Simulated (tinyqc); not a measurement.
Worked calculation: RKS/PBE in the sto-3g basis, for HF, spin multiplicity 1. Computed by tinyqc, a small Python program that keeps every step (integrals from PySCF). Settings: charge = 0, multiplicity = 1, basis = sto-3g, energy threshold = 1e-10, iteration cap = 79, orthogonalisation = symmetric, start = atomic densities, DIIS depth = 3, DIIS from iteration = 3, method = RKS, functional = pbe,pbe, grid = [30, 14]. Command: `OMP_NUM_THREADS=1 python tinyqc.py 23118 23119 out.jsonl` (the two numbers bound the seeds that draw the settings). One thread of a shared host (Intel(R) Xeon(R) Processor @ 2.60GHz), about 0.6 s of CPU time with the checks. Later iterations appear only in the table of the cycle.

## One-electron integrals

Geometry (angstrom):
```
atom         x         y         z
F     0.000000  0.000000  0.000000
H     0.000000  0.000000  1.187000
```

Basis sto-3g: exponents (1/bohr^2) and contraction coefficients of normalised primitives:
```
element  l (shell)    exponent  coefficient
F            s (1)  166.679130     0.154329
F            s (1)   30.360812     0.535328
F            s (1)    8.216821     0.444635
F            s (2)    6.464803    -0.099967
F            s (2)    1.502281     0.399513
F            s (2)    0.488588     0.700115
F            p (3)    6.464803     0.155916
F            p (3)    1.502281     0.607684
F            p (3)    0.488588     0.391957
H            s (1)    3.425251     0.154329
H            s (1)    0.623914     0.535328
H            s (1)    0.168855     0.444635
```

Overlap, kinetic and nuclear-attraction integrals over the contracted functions; the nuclear repulsion is the sum of Za Zb / Rab.

nuclear repulsion = 4.01229562 hartree

overlap S, lower triangle:
```
           1F 1s     1F 2s    1F 2px    1F 2py    1F 2pz     2H 1s
1F 1s   1.000000
1F 2s   0.237990  1.000000
1F 2px  0.000000  0.000000  1.000000
1F 2py  0.000000  0.000000  0.000000  1.000000
1F 2pz  0.000000  0.000000  0.000000  0.000000  1.000000
2H 1s   0.025957  0.289851  0.000000  0.000000  0.250898  1.000000
```

kinetic energy T (hartree), lower triangle:
```
            1F 1s     1F 2s    1F 2px    1F 2py    1F 2pz     2H 1s
1F 1s   36.984577
1F 2s   -0.212858  1.037995
1F 2px   0.000000  0.000000  3.248015
1F 2py   0.000000  0.000000  0.000000  3.248015
1F 2pz   0.000000  0.000000  0.000000  0.000000  3.248015
2H 1s   -0.007661  0.026814  0.000000  0.000000  0.108217  0.760032
```

nuclear attraction V (hartree), lower triangle:
```
             1F 1s       1F 2s      1F 2px      1F 2py      1F 2pz      2H 1s
1F 1s   -77.455390
1F 2s    -9.282907  -11.986631
1F 2px    0.000000    0.000000  -11.874144
1F 2py    0.000000    0.000000    0.000000  -11.874144
1F 2pz   -0.008986   -0.111649    0.000000    0.000000  -11.933925
2H 1s    -1.037075   -2.500506    0.000000    0.000000   -1.867060  -5.179987
```

core Hamiltonian H = T + V (hartree), lower triangle:
```
             1F 1s       1F 2s     1F 2px     1F 2py     1F 2pz      2H 1s
1F 1s   -40.470814
1F 2s    -9.495765  -10.948635
1F 2px    0.000000    0.000000  -8.626129
1F 2py    0.000000    0.000000   0.000000  -8.626129
1F 2pz   -0.008986   -0.111649   0.000000   0.000000  -8.685910
2H 1s    -1.044737   -2.473692   0.000000   0.000000  -1.758842  -4.419955
```

## Two-electron integrals

Functions are numbered as in S; the eight-fold symmetry (ij|kl) = (ji|kl) = (kl|ij) leaves the list below.

Two-electron integrals (ij|kl) in chemists' order, unique and non-zero (hartree):
```
(11|11) 5.403501   (21|11) 0.841920   (21|21) 0.156299   (22|11) 1.268028
(22|21) 0.292344   (22|22) 0.926167   (31|31) 0.027998   (32|31) 0.043169
(32|32) 0.204588   (33|11) 1.264502   (33|21) 0.292403   (33|22) 0.925959
(33|33) 0.997514   (41|41) 0.027998   (42|41) 0.043169   (42|42) 0.204588
(43|43) 0.053770   (44|11) 1.264502   (44|21) 0.292403   (44|22) 0.925959
(44|33) 0.889973   (44|44) 0.997514   (51|51) 0.027998   (52|51) 0.043169
(52|52) 0.204588   (53|53) 0.053770   (54|54) 0.053770   (55|11) 1.264502
(55|21) 0.292403   (55|22) 0.925959   (55|33) 0.889973   (55|44) 0.889973
(55|55) 0.997514   (61|11) 0.092932   (61|21) 0.017119   (61|22) 0.031862
(61|33) 0.031813   (61|44) 0.031813   (61|51) 0.000687   (61|52) 0.001297
(61|55) 0.031964   (61|61) 0.001894   (62|11) 0.253776   (62|21) 0.059373
(62|22) 0.212100   (62|33) 0.208907   (62|44) 0.208907   (62|51) 0.004032
(62|52) 0.032516   (62|55) 0.218274   (62|61) 0.006606   (62|62) 0.061630
(63|31) 0.005990   (63|32) 0.036352   (63|53) 0.006705   (63|63) 0.008820
(64|41) 0.005990   (64|42) 0.036352   (64|54) 0.006705   (64|64) 0.008820
(65|11) 0.180388   (65|21) 0.042720   (65|22) 0.163405   (65|33) 0.156599
(65|44) 0.156599   (65|51) 0.008513   (65|52) 0.059886   (65|55) 0.176829
(65|61) 0.004935   (65|62) 0.058371   (65|65) 0.063754   (66|11) 0.439072
(66|21) 0.104377   (66|22) 0.431116   (66|33) 0.417558   (66|44) 0.417558
(66|51) 0.008162   (66|52) 0.094173   (66|55) 0.457824   (66|61) 0.011663
(66|62) 0.166956   (66|65) 0.184420   (66|66) 0.774606
```

## Orthogonalisation

S = U s U^T; symmetric (Loewdin) form X = U s^(-1/2) U^T, so that X^T S X = 1.

eigenvalues of S: 0.581195  0.849714  1.000000  1.000000  1.128602  1.440489

X, lower triangle:
```
            1F 1s      1F 2s    1F 2px    1F 2py     1F 2pz     2H 1s
1F 1s    1.022712
1F 2s   -0.127639   1.059369
1F 2px   0.000000   0.000000  1.000000
1F 2py   0.000000   0.000000  0.000000  1.000000
1F 2pz  -0.003559   0.031412  0.000000  0.000000   1.026521
2H 1s    0.015452  -0.163538  0.000000  0.000000  -0.138638  1.062441
```

## Starting guess

The start is atomic minimal-basis densities projected into this basis (PySCF's MINAO start) and scaled to the electron count of each spin; this density is not idempotent, so its energy is not variational and may lie below the converged one.

D at the start, lower triangle:
```
            1F 1s      1F 2s    1F 2px    1F 2py    1F 2pz     2H 1s
1F 1s    2.157015
1F 2s   -0.507529   2.136369
1F 2px   0.000000   0.000000  1.636736
1F 2py   0.000000   0.000000  0.000000  1.636736
1F 2pz   0.011378  -0.061276  0.000000  0.000000  1.546617
2H 1s   -0.015032   0.055241  0.000000  0.000000  0.171946  1.010576
```

## Iteration 1: exchange-correlation on the grid

Becke grid with 30 radial and 14 angular points per atom, points of zero weight dropped. rho = sum D_ij phi_i phi_j; V_xc,ij = sum w v_xc phi_i phi_j plus the gradient terms; v_xc is d(rho eps)/d rho at fixed gradient.

The 12 grid points with the largest w rho, of 821 (bohr, atomic units):
```
x                  y          z         w       rho  |grad rho|^2     eps_xc       v_xc
0.575386   -0.575386  -0.575386  0.187398  0.508679      2.352950  -0.670625  -0.824014
-0.575386  -0.575386  -0.575386  0.187398  0.508679      2.352950  -0.670625  -0.824014
-0.575386   0.575386  -0.575386  0.187398  0.508679      2.352950  -0.670625  -0.824014
0.575386    0.575386  -0.575386  0.187398  0.508679      2.352950  -0.670625  -0.824014
0.575386   -0.575386   0.575386  0.183546  0.507647      2.225790  -0.669108  -0.825523
-0.575386  -0.575386   0.575386  0.183546  0.507647      2.225790  -0.669108  -0.825523
0.575386    0.575386   0.575386  0.183546  0.507647      2.225790  -0.669108  -0.825523
-0.575386   0.575386   0.575386  0.183546  0.507647      2.225790  -0.669108  -0.825523
0.467759    0.467759  -0.467759  0.107065  0.846250      4.296186  -0.774820  -0.991962
-0.467759   0.467759  -0.467759  0.107065  0.846250      4.296186  -0.774820  -0.991962
-0.467759  -0.467759  -0.467759  0.107065  0.846250      4.296186  -0.774820  -0.991962
0.467759   -0.467759  -0.467759  0.107065  0.846250      4.296186  -0.774820  -0.991962
```

electrons on the grid, sum of w rho = 9.979988

E_xc = sum of w rho eps_xc = -10.80614741 hartree

V_xc (hartree), lower triangle:
```
            1F 1s      1F 2s     1F 2px     1F 2py     1F 2pz      2H 1s
1F 1s   -3.503046
1F 2s   -0.481731  -0.910991
1F 2px   0.000000   0.000000  -0.901064
1F 2py   0.000000   0.000000   0.000000  -0.901064
1F 2pz  -0.000068  -0.002777   0.000000   0.000000  -0.908169
2H 1s   -0.053677  -0.195167   0.000000   0.000000  -0.150876  -0.464233
```

## Iteration 1: building the Kohn-Sham matrix

J_ij = sum D_kl (ij|kl); F = H + J + V_xc; E = tr D H + tr D J / 2 + E_xc + E_nn.

Coulomb J (hartree), lower triangle:
```
            1F 1s     1F 2s    1F 2px    1F 2py    1F 2pz     2H 1s
1F 1s   20.135818
1F 2s    3.817562  9.394594
1F 2px   0.000000  0.000000  9.372650
1F 2py   0.000000  0.000000  0.000000  9.372650
1F 2pz   0.006947  0.095227  0.000000  0.000000  9.411638
2H 1s    0.418734  2.153204  0.000000  0.000000  1.688389  4.690059
```

Kohn-Sham matrix F (hartree), lower triangle:
```
             1F 1s      1F 2s     1F 2px     1F 2py     1F 2pz      2H 1s
1F 1s   -23.838041
1F 2s    -6.159934  -2.465033
1F 2px    0.000000   0.000000  -0.154543
1F 2py    0.000000   0.000000   0.000000  -0.154543
1F 2pz   -0.002107  -0.019200   0.000000   0.000000  -0.182441
2H 1s    -0.679680  -0.515654   0.000000   0.000000  -0.221329  -0.194129
```

total energy of this density = -99.61274601 hartree

This density is the starting one; it is not idempotent, so its energy is not variational and may lie below the converged one.

## Iteration 1: diagonalisation and new density

Diagonalise F' = X^T F X, C = X C', fill 5 alpha and 5 beta electrons from the bottom; D = 2 C_occ C_occ^T. Each column has its largest component positive (the first on a tie).

F' = X^T F X (hartree), lower triangle:
```
            1          2          3          4          5          6
1  -23.384607
2   -3.232969  -1.342990
3    0.000000   0.000000  -0.154543
4    0.000000   0.000000   0.000000  -0.154543
5   -0.019234   0.028239   0.000000   0.000000  -0.131740
6   -0.055236  -0.230623   0.000000   0.000000  -0.205285  -0.041910
```

orbital energies (hartree): MO1 -23.849351, MO2 -0.933578, MO3 -0.277911, MO4 -0.154543, MO5 -0.154543, MO6 0.159595

coefficients C:
```
              MO1        MO2        MO3       MO4        MO5        MO6
1F 1s    0.994210  -0.260606   0.047280  0.000000   0.000000   0.062277
1F 2s    0.023745   0.994427  -0.238746  0.000000   0.000000  -0.346175
1F 2px   0.000000   0.000000   0.000000  0.785497  -0.618865   0.000000
1F 2py   0.000000   0.000000   0.000000  0.618865   0.785497   0.000000
1F 2pz   0.001117   0.023001   0.754364  0.000000   0.000000  -0.710190
2H 1s   -0.004146   0.098154   0.504632  0.000000   0.000000   0.954296
```

D after iteration 1, lower triangle:
```
            1F 1s      1F 2s    1F 2px    1F 2py    1F 2pz     2H 1s
1F 1s    2.117211
1F 2s   -0.493669   2.092897
1F 2px   0.000000   0.000000  2.000000
1F 2py   0.000000   0.000000  0.000000  2.000000
1F 2pz   0.061566  -0.314404  0.000000  0.000000  1.139191
2H 1s   -0.011685  -0.045940  0.000000  0.000000  0.765859  0.528611
```

Within a degenerate level the vectors are fixed only up to a rotation; this is one choice.

## Iteration 2: exchange-correlation on the grid

As before.

The 12 grid points with the largest w rho, of 821 (bohr, atomic units):
```
x                  y          z         w       rho  |grad rho|^2     eps_xc       v_xc
0.575386    0.575386  -0.575386  0.187398  0.557053      2.851199  -0.689126  -0.849480
-0.575386  -0.575386  -0.575386  0.187398  0.557053      2.851199  -0.689126  -0.849480
0.575386   -0.575386  -0.575386  0.187398  0.557053      2.851199  -0.689126  -0.849480
-0.575386   0.575386  -0.575386  0.187398  0.557053      2.851199  -0.689126  -0.849480
0.467759    0.467759  -0.467759  0.107065  0.927734      5.236884  -0.797171  -1.022043
-0.467759  -0.467759  -0.467759  0.107065  0.927734      5.236884  -0.797171  -1.022043
-0.467759   0.467759  -0.467759  0.107065  0.927734      5.236884  -0.797171  -1.022043
0.467759   -0.467759  -0.467759  0.107065  0.927734      5.236884  -0.797171  -1.022043
-0.996599   0.000000   0.000000  0.166522  0.583156      3.060908  -0.698112  -0.863650
0.996599    0.000000   0.000000  0.166522  0.583156      3.060908  -0.698112  -0.863650
0.000000    0.996599   0.000000  0.166522  0.583156      3.060908  -0.698112  -0.863650
0.000000   -0.996599   0.000000  0.166522  0.583156      3.060908  -0.698112  -0.863650
```

electrons on the grid, sum of w rho = 9.977856

E_xc = sum of w rho eps_xc = -10.86046802 hartree

V_xc (hartree), lower triangle:
```
            1F 1s      1F 2s     1F 2px     1F 2py     1F 2pz      2H 1s
1F 1s   -3.487762
1F 2s   -0.481876  -0.922137
1F 2px   0.000000   0.000000  -0.923853
1F 2py   0.000000   0.000000   0.000000  -0.923853
1F 2pz   0.001613   0.009352   0.000000   0.000000  -0.896402
2H 1s   -0.053561  -0.193556   0.000000   0.000000  -0.144372  -0.418890
```

## Iteration 2: building the Kohn-Sham matrix

As before.

Coulomb J (hartree), lower triangle:
```
            1F 1s     1F 2s    1F 2px    1F 2py    1F 2pz     2H 1s
1F 1s   20.244378
1F 2s    3.857518  9.551044
1F 2px   0.000000  0.000000  9.555930
1F 2py   0.000000  0.000000  0.000000  9.555930
1F 2pz  -0.006729  0.015161  0.000000  0.000000  9.514766
2H 1s    0.422543  2.158758  0.000000  0.000000  1.662620  4.538734
```

Kohn-Sham matrix F (hartree), lower triangle:
```
             1F 1s      1F 2s    1F 2px    1F 2py     1F 2pz      2H 1s
1F 1s   -23.714197
1F 2s    -6.120122  -2.319728
1F 2px    0.000000   0.000000  0.005948
1F 2py    0.000000   0.000000  0.000000  0.005948
1F 2pz   -0.014102  -0.087136  0.000000  0.000000  -0.067546
2H 1s    -0.675755  -0.508490  0.000000  0.000000  -0.240594  -0.300111
```

total energy of this density = -98.76514911 hartree

## Iteration 2: diagonalisation and new density

As before.

F' = X^T F X (hartree), lower triangle:
```
            1          2         3         4          5          6
1  -23.263000
2   -3.225026  -1.197935
3    0.000000   0.000000  0.005948
4    0.000000   0.000000  0.000000  0.005948
5   -0.023589  -0.035949  0.000000  0.000000  -0.011439
6   -0.054817  -0.219902  0.000000  0.000000  -0.216234  -0.155332
```

orbital energies (hartree): MO1 -23.725054, MO2 -0.816658, MO3 -0.241986, MO4 0.005948, MO5 0.005948, MO6 0.155992

coefficients C:
```
              MO1        MO2        MO3        MO4       MO5        MO6
1F 1s    0.994336  -0.249632   0.098076   0.000000  0.000000  -0.042941
1F 2s    0.023264   0.943557  -0.460879   0.000000  0.000000   0.251068
1F 2px   0.000000   0.000000   0.000000  -0.343824  0.939034   0.000000
1F 2py   0.000000   0.000000   0.000000   0.939034  0.343824   0.000000
1F 2pz   0.001691   0.114013   0.524183   0.000000  0.000000   0.886677
2H 1s   -0.004193   0.188002   0.723899   0.000000  0.000000  -0.784598
```

D after iteration 2, lower triangle:
```
            1F 1s      1F 2s    1F 2px    1F 2py    1F 2pz     2H 1s
1F 1s    2.121280
1F 2s   -0.515223   2.206501
1F 2px   0.000000   0.000000  2.000000
1F 2py   0.000000   0.000000  0.000000  2.000000
1F 2pz   0.049260  -0.267936  0.000000  0.000000  0.575540
2H 1s    0.039792  -0.312672  0.000000  0.000000  0.801766  1.118783
```

Within a degenerate level the vectors are fixed only up to a rotation; this is one choice.

## Iteration 9 (converged): orbitals

converged F (hartree), lower triangle:
```
             1F 1s      1F 2s     1F 2px     1F 2py     1F 2pz      2H 1s
1F 1s   -23.873537
1F 2s    -6.155562  -2.410156
1F 2px    0.000000   0.000000  -0.083332
1F 2py    0.000000   0.000000   0.000000  -0.083332
1F 2pz   -0.011883  -0.066358   0.000000   0.000000  -0.160209
2H 1s    -0.679549  -0.518453   0.000000   0.000000  -0.239793  -0.260192
```

As before.

F' = X^T F X (hartree), lower triangle:
```
            1          2          3          4          5          6
1  -23.421950
2   -3.230881  -1.286804
3    0.000000   0.000000  -0.083332
4    0.000000   0.000000   0.000000  -0.083332
5   -0.023573  -0.017206   0.000000   0.000000  -0.107220
6   -0.055303  -0.225802   0.000000   0.000000  -0.211680  -0.110297
```

orbital energies (hartree): MO1 -23.884240, MO2 -0.891538, MO3 -0.276218, MO4 -0.083332, MO5 -0.083332, MO6 0.125726

coefficients C:
```
              MO1        MO2        MO3       MO4        MO5        MO6
1F 1s    0.994387  -0.255375   0.074150  0.000000   0.000000   0.054449
1F 2s    0.023062   0.972169  -0.353820  0.000000   0.000000  -0.308956
1F 2px   0.000000   0.000000   0.000000  0.999169  -0.040768   0.000000
1F 2py   0.000000   0.000000   0.000000  0.040768   0.999169   0.000000
1F 2pz   0.001563   0.087082   0.672855  0.000000   0.000000  -0.783356
2H 1s   -0.004125   0.137128   0.590384  0.000000   0.000000   0.898672
```

D after iteration 9, lower triangle:
```
            1F 1s      1F 2s    1F 2px    1F 2py    1F 2pz     2H 1s
1F 1s    2.119038
1F 2s   -0.503141   2.141664
1F 2px   0.000000   0.000000  2.000000
1F 2py   0.000000   0.000000  0.000000  2.000000
1F 2pz   0.058415  -0.306749  0.000000  0.000000  0.920638
2H 1s    0.009313  -0.151347  0.000000  0.000000  0.818356  0.734750
```

Within a degenerate level the vectors are fixed only up to a rotation; this is one choice.

## Convergence

Stop when the energy changes by less than 1e-10 hartree and every element of the error matrix X^T (F D S - S D F) X is below 3e-06.

Course of the cycle:
```
iteration   E (hartree)     change  largest element of the error matrix
1          -99.61274601          -                             8.14e-01
2          -98.76514911   8.48e-01                             2.05e-01
3          -98.72255392   4.26e-02                             3.68e-01
4          -98.66114614   6.14e-02                             4.58e-01
5          -98.78701725  -1.26e-01                             1.38e-02
6          -98.78711554  -9.83e-05                             5.02e-03
7          -98.78712728  -1.17e-05                             8.09e-04
8          -98.78712759  -3.01e-07                             2.60e-07
9          -98.78712759  -1.42e-13                             6.10e-10
```

PySCF RKS in the same basis, fine grid = -98.80737000 hartree

Converged in 9 iterations. The coarse grid moves the energy by +2.02e-02 hartree.

## Populations, bond orders and dipole

Mulliken: Z minus the diagonal of D S on the atom; Loewdin: the same with S^(1/2) D S^(1/2); Mayer order: 2 sum_s sum (D(s) S)_ij (D(s) S)_ji over the two atoms.

Charges (e):
```
atom   Mulliken    Loewdin
1F    -0.103553  -0.082059
2H     0.103553   0.082059
```

Mayer bond orders:
```
pair     order
2-1   0.989277
```

dipole moment about the origin, x y z (debye): 0.000000  0.000000  0.927126
